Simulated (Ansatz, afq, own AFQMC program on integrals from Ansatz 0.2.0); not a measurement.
# B$_{2}$H$_{2}$, triplet: AFQMC among the cluster methods

```xyz
4

B     0.0000    0.0000    0.6756
B     0.0000    0.0000   -0.9095
H     0.0000    1.0479    1.2540
H     0.0000   -1.0479    1.2540
```

Connectivity, by distances: BH2–B.

Basis cc-pVDZ. Noble-gas cores (and the filled d shells of Ga–Kr and In–Xe) are frozen. AFQMC by an in-house program on the Cholesky factors that Ansatz 0.2.0 writes for its CCSD(T) run. The CISD trial takes its coefficients from CCSD amplitudes. Released means that phaseless walkers are propagated on without the constraint, phases kept. Free projection: walkers drawn from exp(T), propagated without any constraint. Its projection time is finite, and what remains of the start isn't in its error. Uncertainties: one standard error, sampling alone.

Determinant: UHF, the one that the program's search chose, which needn't be the lowest solution. The geometry is a PBE0/def2-TZVP stationary point of this or a neighbouring charge and spin state.

No full CI on the walks' own integrals is used here; CCSDT(Q) serves as the reference and is uncertain by about the last step of the cluster series.

```
T1 diagnostic                               : 0.0314
weight of the determinant in the CISD state : 0.896
⟨S²⟩ of the determinant                     : 2.005
size of the correlated space                : 8 electrons in 36 orbitals
```

```tsv
level	correlation energy (eV)
MP2	-3.2702
CCSD	-4.1497
CCSD(T)	-4.2725
```

(1) Estimate where free-projection AFQMC lies against CCSD(T) on the same integrals.

(1) 39.5 ± 2.3 meV below CCSD(T).

Reference: CCSDT(Q), correlation energy -4.313 eV. The released energy is read at 2.40 1/Eh (meV from the phaseless value at times in 1/Eh: -5.9 ± 2.3 at 0.24, -8.3 ± 1.6 at 0.51, -12.8 ± 1.6 at 0.99, -16.0 ± 1.6 at 1.62, -11.6 ± 1.7 at 2.40).

```tsv
level	E − E(reference) (meV)	share of correlation (%)
CCSD(T)	40.4	99.06
CCSDT	6.0	99.86
ph-AFQMC/HF	3.6 ± 16.0	99.92
ph-AFQMC/CISD	13.1 ± 2.2	99.70
released AFQMC	1.5 ± 1.7	99.97
free AFQMC	0.9 ± 2.3	99.98
```

Free projections are given only where their last times agree within the noise and don't stop above the reference; a slow remainder of the start can still hide under it. A walk keeps the symmetry of its determinant, which the program's search chose and which needn't be the lowest solution, so a lower state of the same spin and another symmetry isn't excluded. Released energies are given only where the last usable release times agree within the noise; a slower fall can still hide under it.
